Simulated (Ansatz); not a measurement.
## Equilibrium lattice constant a of some tetrahedrally bonded semiconductors and semimetals

Method: HSE06-D3(BJ) (Ansatz, an electronic-structure program, PAW). References are measured values corrected to a static lattice or taken at low temperature (these still hold zero-point motion). The table is a random draw of 6 from 17 solids with such references.

Values in Å.

| solid | reference | HSE06-D3(BJ) | error (%) |
|---|---|---|---|
| zinc-blende CuCl | 5.409¶ | 5.352 | -1.05 |
| cubic BN | 3.593* | 3.580 | -0.36 |
| grey tin (α-Sn) | 6.477* | 6.458 | -0.29 |
| zinc-blende GaAs | 5.64* | ? | ? |
| diamond-structure Ge | 5.644* | 5.620 | -0.43 |
| zinc-blende InAs | 6.047* | 6.024 | -0.38 |

Task: Estimate the withheld HSE06-D3(BJ) value.

Result: The errors of the other rows run from -1.05 % to -0.29 %, with a median of -0.38 %; carried to the reference 5.640 it gives 5.619 Å. The run gives 5.609 Å (-0.55 %), -0.18 % from the estimate; the row was drawn at random, and such an estimate is rough. Over these 6 solids the mean error is -0.51 %, the mean absolute error 0.51 % (median 0.40 %), and the worst case zinc-blende CuCl at -1.05 %; the value is too low in 6 of 6 cases. Over all 17, from unrounded values, the mean error is -0.60 % and the mean absolute error 0.60 % (median 0.59 %).

A star marks references brought to a static lattice; the others are low-temperature values that still hold zero-point motion, which matters most for light elements.

Spin–orbit coupling is left out, also for the solids with elements from indium on (grey tin (α-Sn), zinc-blende InAs); its size isn't shown.

¶ marks references of a special kind: zinc-blende CuCl, 5.409 Å (measured, low temperature, extrapolated to low temperature; as tabulated in arXiv:1206.3780).

Differences are worked out from the printed values.

Ansatz's density-functional and Hartree–Fock values are scalar-relativistic unless marked +SOC, with PAW data made under PBE.

Ansatz's runs of these crystals have no spin polarisation.

Not in this set, of the tetrahedrally bonded semiconductors and semimetals with a reference value in our tables and a result at some level: 22 for a reference at room or unstated temperature; 2 for a high-temperature or high-pressure phase; 1 for a cell known from the COD alone. These can be a level's best or worst cases. At least 6 more with a reference value are held back for tests. Solids without a released value at any level aren't counted. Layered and molecular crystals are counted apart. The metals Ce to Yb are counted apart.

References as tabulated in Mejia-Rodriguez and Trickey (2018), arXiv:1807.09216; arXiv:1206.3780; Goldzak et al. (2022), arXiv:2208.04865.
